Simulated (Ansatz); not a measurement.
Search for a first-order saddle point of CH$_{6}$AlF, closed shell.

in.yaml

```yaml
crystal:
  periodic: [false, false, false]
  atoms:
    - {symbol: Al, position_ang: [-0.491744, -1.001158, 0.162333]}
    - {symbol: F, position_ang: [-1.657208, 0.335473, -0.671136]}
    - {symbol: H, position_ang: [-0.200166, -2.129744, -0.912916]}
    - {symbol: H, position_ang: [-1.056810, -1.298951, 1.613880]}
    - {symbol: H, position_ang: [-0.722745, 0.768712, -0.496745]}
    - {symbol: C, position_ang: [0.781836, 0.624571, 0.058991]}
    - {symbol: H, position_ang: [0.605118, 1.649935, -0.330660]}
    - {symbol: H, position_ang: [1.098450, 0.788455, 1.102083]}
    - {symbol: H, position_ang: [1.643169, 0.262708, -0.525928]}
basis:
  gaussian: {orbitals: def2-TZVP}
hamiltonian: {xc: pbe0, dispersion: d4}
saddle:
  f_tol: 0.01
  max_steps: 150
  mode_guess:
    - [0.3064, -0.0029, 0.1053]
    - [-0.0726, 0.1111, -0.0803]
    - [-0.0530, -0.0129, -0.0006]
    - [-0.0477, -0.0308, -0.0263]
    - [-0.6190, 0.2847, -0.2969]
    - [0.1739, -0.1832, 0.1315]
    - [-0.1726, -0.2570, 0.0278]
    - [0.2752, 0.0624, 0.0644]
    - [0.2093, 0.0286, 0.0753]
```

An equivalent command:

```bash
ansatz run in.yaml --threads 2 --pin off --events-out ev --progress --plain
```

Output of Ansatz 0.2.0:

```
Functional definition: PBE0
  name "PBE0"
  cite "Adamo & Barone, J. Chem. Phys. 110, 6158 (1999) doi:10.1063/1.478522"
  cite "Perdew, Burke & Ernzerhof, Phys. Rev. Lett. 77, 3865 (1996) doi:10.1103/PhysRevLett.77.3865"
  parent pbe
  parameter a = 0.25
  parameter kappa = 0.804
  parameter beta = 0.06672455060314922
  exchange = (1 - a)*pbe_x(kappa = kappa, mu = beta*pi^2/3) + a*exact_x
  correlation = pbe_c(beta = beta)
879 factors; their error is unknown
mean field evaluation 1: about -10437.7085 eV, gradient 5.1e1 eV
mean field evaluation 2: about -10436.1887 eV, gradient 5.4e1 eV
mean field evaluation 4: about -10443.1141 eV, gradient 1.4e0 eV
mean field evaluation 8: about -10443.1340 eV, gradient 3.3e-2 eV
mean field -10443.13395814 eV, -383.7780943513 hartree, gradient 6.1e-6 eV, S^2 0.000000; 0 other end points of the search recorded, 0 dependent functions left out
the calculation of the forces begins
reference -10443.13398970 eV, -383.7780955112 hartree; 17, 17 occupied and 118, 118 virtual orbitals, 879 factors
these checks for a lower state are left out or cut short: stability, starts, cluster_reference, orbital_swaps, neighbouring_geometries, increment
879 factors; their error is unknown
mean field evaluation 16: about -10443.1164 eV, gradient 5.4e-1 eV
mean field -10443.13361689 eV, -383.7780818105 hartree, gradient 8.5e-7 eV, S^2 0.000000; 0 other end points of the search recorded, 0 dependent functions left out
the calculation of the forces begins
reference -10443.13364846 eV, -383.7780829707 hartree; 17, 17 occupied and 118, 118 virtual orbitals, 879 factors
these checks for a lower state are left out or cut short: stability, starts, cluster_reference, orbital_swaps, neighbouring_geometries, increment
879 factors; their error is unknown
mean field -10443.13216712 eV, -383.7780285325 hartree, gradient 8.5e-7 eV, S^2 0.000000; 0 other end points of the search recorded, 0 dependent functions left out
the calculation of the forces begins
reference -10443.13219868 eV, -383.7780296923 hartree; 17, 17 occupied and 118, 118 virtual orbitals, 879 factors
saddle step   1: F+E_penalty+E_count = -10443.23289224 eV  max|allowed force component| = 2.743e-1 eV/Å  curvature = -2.2621 eV/Å²  mode residual = 5.55e-1 eV/Å²  Δτ_max = 0.0000 Å  (1 rotations, 3 force calls, 67 SCF iters)  cluster: 3 rotations left out, max|force component along them| = 3.657e-9 eV/Å
saddle step   2: F+E_penalty+E_count = -10443.23663379 eV  max|allowed force component| = 7.380e-2 eV/Å  curvature = -2.2957 eV/Å²  mode residual = 3.46e-1 eV/Å²  Δτ_max = 0.0092 Å  (1 rotations, 3 force calls, 72 SCF iters)  cluster: 3 rotations left out, max|force component along them| = 1.965e-8 eV/Å
saddle step   3: F+E_penalty+E_count = -10443.23699604 eV  max|allowed force component| = 3.584e-2 eV/Å  curvature = -2.1068 eV/Å²  mode residual = 2.57e-1 eV/Å²  Δτ_max = 0.0037 Å  (1 rotations, 3 force calls, 72 SCF iters)  cluster: 3 rotations left out, max|force component along them| = 1.982e-8 eV/Å
saddle step   4: F+E_penalty+E_count = -10443.23697742 eV  max|allowed force component| = 3.845e-2 eV/Å  curvature = -2.0713 eV/Å²  mode residual = 2.46e-1 eV/Å²  Δτ_max = 0.0024 Å  (1 rotations, 3 force calls, 65 SCF iters)  cluster: 3 rotations left out, max|force component along them| = 6.041e-9 eV/Å
saddle step   5: F+E_penalty+E_count = -10443.23694974 eV  max|allowed force component| = 1.471e-2 eV/Å  curvature = -1.9772 eV/Å²  mode residual = 2.22e-1 eV/Å²  Δτ_max = 0.0032 Å  (1 rotations, 3 force calls, 72 SCF iters)  cluster: 3 rotations left out, max|force component along them| = 1.977e-8 eV/Å
saddle step   6: F+E_penalty+E_count = -10443.23691553 eV  max|allowed force component| = 1.171e-2 eV/Å  curvature = -1.9026 eV/Å²  mode residual = 2.13e-1 eV/Å²  Δτ_max = 0.0026 Å  (1 rotations, 3 force calls, 65 SCF iters)  cluster: 3 rotations left out, max|force component along them| = 3.558e-9 eV/Å
saddle step   7: F+E_penalty+E_count = -10443.23692742 eV  max|allowed force component| = 9.717e-3 eV/Å  curvature = -1.8743 eV/Å²  mode residual = 1.91e-1 eV/Å²  Δτ_max = 0.0011 Å  (1 rotations, 8 force calls, 168 SCF iters)  cluster: 3 rotations left out, max|force component along them| = 5.442e-9 eV/Å
saddle search: the force at step 8 is within saddle.f_tol, and the search now checks the order of the point unasked, as it does wherever a lone molecule whose rigid rotations it leaves out would converge (saddle.isolated_cluster): at most 100 rotations across the mode and 202 force calls, two more next to a line or behind a second negative curvature, two more where it reads a positive, two for each turn that reads one and six more at each negative that it reads, and up to 22 at one that stands (24 where saddle.amplitude is under 0.005 Å), over each length that the point is read over (saddle.order_check: false declines the check)
saddle search: the rotation starts from a random direction (saddle.seed = 0)
saddle step   8: F+E_penalty+E_count = -10443.23693512 eV  max|allowed force component| = 7.278e-4 eV/Å  curvature = -1.9077 eV/Å² (error put at 0.0010; -1.9086 at half of saddle.amplitude)  mode residual = 1.69e-1 eV/Å²  Δτ_max = 0.0022 Å  (1 rotations, 44 force calls, 933 SCF iters)  order check (unasked): unresolved, curvature across the mode = +0.0191 eV/Å² (36 force calls)  cluster: 3 rotations left out, max|force component along them| = 1.928e-8 eV/Å
saddle search: converged; its order check could not tell the order of the point: after 31 rotations it read +0.019 eV/Å² across the mode with a residual of 6.79e-2 eV/Å², and holds the second-lowest curvature to +0.019 eV/Å² at the most. That shows no second curvature under the negative of saddle.curvature_tol, and does not show that there is none
Total energy: -10443.23696666 eV, -383.7818798444 hartree
Atom 0 at    -0.479577    -0.994988     0.164383 Å, force     0.000079     0.000381    -0.000212 eV/Å
Atom 1 at    -1.659807     0.331422    -0.670766 Å, force     0.000728     0.000279     0.000297 eV/Å
Atom 2 at    -0.206515    -2.125781    -0.908326 Å, force    -0.000111    -0.000192    -0.000148 eV/Å
Atom 3 at    -1.058356    -1.299612     1.605285 Å, force    -0.000091    -0.000059     0.000206 eV/Å
Atom 4 at    -0.738023     0.770505    -0.502318 Å, force    -0.000588    -0.000415    -0.000124 eV/Å
Atom 5 at     0.788869     0.622997     0.062025 Å, force    -0.000053    -0.000222    -0.000148 eV/Å
Atom 6 at     0.607178     1.639512    -0.326852 Å, force    -0.000112     0.000068    -0.000069 eV/Å
Atom 7 at     1.102792     0.789311     1.096169 Å, force    -0.000029     0.000037    -0.000005 eV/Å
Atom 8 at     1.643341     0.266633    -0.519697 Å, force     0.000178     0.000123     0.000204 eV/Å
Dipole moment:     0.234051     0.340324    -0.032271 e Å

[the SCF lines of later steps are left out]
```

The lines “mean field evaluation” count trial sets of orbitals through the whole run, from several starts and some on an approximate energy, so they need not fall steadily or lie above the final value.

Hardware: 2 CPU threads, shared host. Wall time about 110 s.
